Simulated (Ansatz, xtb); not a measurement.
**Two isomers of C4H8Cl2**

Structure X: `CC(C)(Cl)CCl`, a singlet. Structure Y: `CCCC(Cl)Cl`, a singlet. Both are isolated molecules in the gas phase, relaxed with PBE-D3(BJ)/def2-SVP; each stands in its lowest conformer found.

**Question.** Which of the two would you expect CCSD(T)/def2-SVP + ΔMP2/def2-TZVPP electronic energies to favour?

**Answer.** Structure X; the calculation gives E(Y) − E(X) = +7.2 kcal/mol.

Level by level:

| level | geometry | E(Y) − E(X) (kcal/mol) | departure from the last row (kcal/mol) | job, with rough time for the two |
| --- | --- | --- | --- | --- |
| GFN2-xTB | GFN2-xTB | +5.6 | −1.6 | optimisation, 0.2 s |
| HF/STO-3G | GFN2-xTB | +5.3 | −2.0 | single point, 0.64 s |
| r2SCAN-D4/def2-SVP | GFN2-xTB | +6.8 | −0.4 | single point, 5 s |
| PBE-D3(BJ)/def2-SVP | PBE-D3(BJ)/def2-SVP | +5.3 | −2.0 | optimisation, 18 s |
| HF/def2-SVP | PBE-D3(BJ)/def2-SVP | +6.5 | −0.7 | part of the CCSD(T) run |
| MP2/def2-SVP | PBE-D3(BJ)/def2-SVP | +7.4 | +0.2 | part of the CCSD(T) run |
| CCSD(T)/def2-SVP | PBE-D3(BJ)/def2-SVP | +7.2 | 0.0 | single point |
| CCSD(T)/def2-SVP + ΔMP2/def2-TZVPP | PBE-D3(BJ)/def2-SVP | +7.2 |  | single point, 66 s |

As drawn, both hold the same kinds of bond in the same numbers. Structure X has 2 methyl groups, Y 1.

The levels shown agree on the order. The largest departure from CCSD(T)/def2-SVP + ΔMP2/def2-TZVPP is that of PBE-D3(BJ)/def2-SVP, 2.0 kcal/mol. The last row adds to CCSD(T) the change of the MP2 difference between the two basis sets, here 0.0 kcal/mol.

With thermal terms from frequencies at re-optimised GFN2-xTB minima (ideal gas, soft modes damped towards free rotors, one conformer each, 298.15 K, 1 atm): on the last row, ΔE + ΔZPE = +7.7, ΔH = +7.7, ΔG = +7.3 kcal/mol.

The correlated steps freeze 14 core orbitals. Codes used: Ansatz 0.2.0, xtb 6.7.1; the last row on 2 threads of AMD EPYC 7R43 64-Core Processor (Zen 3) on a shared host.
